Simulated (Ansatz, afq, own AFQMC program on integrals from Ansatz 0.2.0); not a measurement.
## Where AFQMC and coupled cluster stand for C2H2, singlet

```xyz
4

C     0.0000    0.0000    0.5985
C     0.0000    0.0000   -0.5985
H     0.0000    0.0000    1.6632
H     0.0000    0.0000   -1.6632
```

Connectivity, by distances: CH–CH.

Basis cc-pVTZ. Only valence electrons are correlated. Ansatz 0.2.0 and our own AFQMC program on the same integrals; the CISD trial comes from CCSD amplitudes, and released means the phaseless constraint is let go. ± is one standard error of the sampling.

Determinant: RHF, the one that the program's search chose, which needn't be the lowest solution. The geometry is a PBE0/def2-TZVP stationary point of this or a neighbouring charge and spin state.

No full CI on the walks' own integrals is used here; CCSDT(Q) serves as the reference and is uncertain by about the last step of the cluster series.

Cautions: the released energies are still falling, so no released level is given (meV from the phaseless value at times in 1/Eh: -4 ± 5 at 0.24, -7 ± 4 at 0.51, -9 ± 4 at 0.99, -11 ± 4 at 1.62, -23 ± 6 at 2.40).

The T1 diagnostic is 0.0129. The weight of the determinant in the CISD state is 0.881 and the size of the correlated space is 10 electrons in 86 orbitals.

Reference: CCSDT(Q), correlation energy -9.218 eV.

```tsv
level	E − E(reference) (kJ/mol)	share of correlation (%)
HF	889.4	0.00
MP2	78.2	91.21
CCSD	45.9	94.84
CCSD(T)	3.2	99.64
CCSDT	3.1	99.66
ph-AFQMC/HF	1.3 ± 2.5	99.85
ph-AFQMC/CISD	0.7 ± 0.5	99.92
```

A walk keeps the symmetry of its determinant, which the program's search chose and which needn't be the lowest solution, so a lower state of the same spin and another symmetry isn't excluded.
